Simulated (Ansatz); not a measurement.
**Al2NH5: small, medium and large basis sets**

The task here is to estimate one member of a computed series from the others.

Computed with Ansatz 0.2.0, Gaussian basis. Level: one geometry, several basis sets.

The runs, in order: PBE0-D4/def2-SVP; ωB97M-V/def2-SVP; PBE0-D4/def2-QZVPP; ωB97M-V/def2-QZVPP; the functionals' def2-TZVPP values are taken from earlier runs.

**The geometry**

An earlier PBE0-D4 in a triple-zeta def2 set relaxation fixed the geometry.

SMILES `[AlH2][NH][AlH2]`, 8 atoms, charge 0, spin multiplicity 1.

Atoms are counted from 1 here; the program's logs count them from 0.

Bond lengths: Al1–N2 1.786 Å, Al1–H4 1.582 Å, Al1–H5 1.585 Å, N2–Al3 1.786 Å, N2–H6 1.014 Å, Al3–H7 1.585 Å, Al3–H8 1.582 Å. Angles: N2–Al1–H4 117.7°, N2–Al1–H5 118.9°, H4–Al1–H5 123.3°, Al1–N2–Al3 129.5°, Al1–N2–H6 115.2°, Al3–N2–H6 115.2°, N2–Al3–H7 118.9°, N2–Al3–H8 117.7°, H7–Al3–H8 123.3°.

Set-up of the first run:

in.yaml reads:

```yaml
crystal:
  periodic: [false, false, false]
  atoms:
    - {symbol: Al, position_ang: [-1.142599, 1.021175, -0.500219]}
    - {symbol: N, position_ang: [0.447310, 0.413191, 0.039025]}
    - {symbol: Al, position_ang: [0.944793, -1.248403, 0.463120]}
    - {symbol: H, position_ang: [-2.321139, -0.025100, -0.641702]}
    - {symbol: H, position_ang: [-1.307226, 2.566855, -0.812142]}
    - {symbol: H, position_ang: [1.175065, 1.114920, 0.115352]}
    - {symbol: H, position_ang: [2.442181, -1.509341, 0.913970]}
    - {symbol: H, position_ang: [-0.146187, -2.390397, 0.366797]}
basis:
  gaussian: {orbitals: def2-SVP}
hamiltonian: {xc: pbe0, dispersion: d4}
output: {orbitals: {seedname: orbitals}}
```

The run is started by

```bash
ansatz run in.yaml --threads 2 --pin off --events-out ev --progress --plain --max-ram 4352MiB
```

Among the steps run: PBE0-D4 in def2-SVP; ωB97M-V in def2-SVP; PBE0-D4 in def2-QZVPP; ωB97M-V in def2-QZVPP.

One table of the session follows, with a row left open; its other results are not shown here.

It belongs to the step «Density functionals: the series». 

```
functional       basis  HOMO (eV)
   PBE0-D4    def2-SVP      -8.08
   PBE0-D4  def2-TZVPP      -8.13
   PBE0-D4  def2-QZVPP      -8.14
   ωB97M-V    def2-SVP     -10.37
   ωB97M-V  def2-TZVPP          ?
   ωB97M-V  def2-QZVPP     -10.46
```

Q: Estimate the row for ωB97M-V, def2-TZVPP from the others.

**Answer.** HOMO (eV): -10.45. In the column «HOMO (eV)» it lies between ωB97M-V, def2-QZVPP (-10.46) and ωB97M-V, def2-SVP (-10.37).
